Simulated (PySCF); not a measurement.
Compound: C5H11N.
Cartesian coordinates in Å at the PBE0-D3(BJ)/def2-SVP level; atoms count from 1:
```
atom  x, y, z in Å
C1    -0.492    1.715   -0.242
C2    -0.399    0.504    0.683
C3    -0.235   -0.792   -0.087
C4    -1.511   -1.513   -0.416
N5     0.859   -1.292   -0.501
C6     2.125   -0.666   -0.259
H7    -1.322    1.611   -0.958
H8    -0.658    2.641    0.329
H9     0.432    1.840   -0.827
H10    0.436    0.638    1.389
H11   -1.312    0.436    1.295
H12   -1.296   -2.386   -1.044
H13   -2.021   -1.841    0.505
H14   -2.213   -0.846   -0.945
H15    2.566   -0.363   -1.224
H16    2.820   -1.409    0.167
H17    2.123    0.220    0.402
```

The closed-shell ground state was solved at several levels (PySCF, density fitting, gas phase, non-relativistic).

```csv
level,basis functions,HOMO (eV),LUMO (eV),gap (eV),dipole (D)
BHandHLYP/def2-SVPD,208,-8.16,1.03,9.19,2.02
B3LYP/def2-SVPD,208,-6.53,-0.11,6.42,1.93
PBE0/6-31G*,106,-6.49,0.60,7.09,1.79
LDA/def2-SVPD,208,-5.39,-1.09,4.30,1.89
LC-wPBE/def2-SVPD,208,-9.49,2.28,11.77,2.02
HF/def2-SVPD,208,-10.38,2.64,13.02,2.15
PBE0/def2-SVP,139,-6.57,0.43,7.00,1.81
PBE0/def2-TZVP,252,-6.73,0.24,6.97,1.87
```

(1) What might wB97X-D/def2-SVPD (208 basis functions) give for the same quantities?

(2) Over all these levels, which gives the widest orbital gap and which the narrowest?

(3) How much does the basis alone move the frontier levels among the 3 PBE0 rows?

(4) In the def2-SVPD basis, how does the gap go with the fixed share of exact exchange?

(5) How far do the dipole and the HOMO energy spread over the levels?

Results:

(1) HOMO -8.65 eV, LUMO 1.95 eV, gap 10.60 eV, dipole 1.99 D.

(2) HF/def2-SVPD (Hartree–Fock, all exact exchange) has the widest, 13.02 eV, and LDA/def2-SVPD (LDA) the narrowest, 4.30 eV. The two share the basis. From the narrowest to the widest the HOMO moves by -4.99 eV and the LUMO by +3.73 eV.

(3) The HOMO by 0.24 eV and the LUMO by 0.36 eV. By rising basis size (HOMO, LUMO in eV): 6-31G* -6.49, 0.60; def2-SVP -6.57, 0.43; def2-TZVP -6.73, 0.24.

(4) LDA (0 %) 4.30 eV; B3LYP (20 %) 6.42 eV; BHandHLYP (50 %) 9.19 eV; HF (100 %) 13.02 eV. Each rise in the share widens the gap here.

(5) The dipole runs from 1.79 to 2.15 D (mean 1.94 D) and the HOMO from -10.38 to -5.39 eV.

One conformer stands for the species.
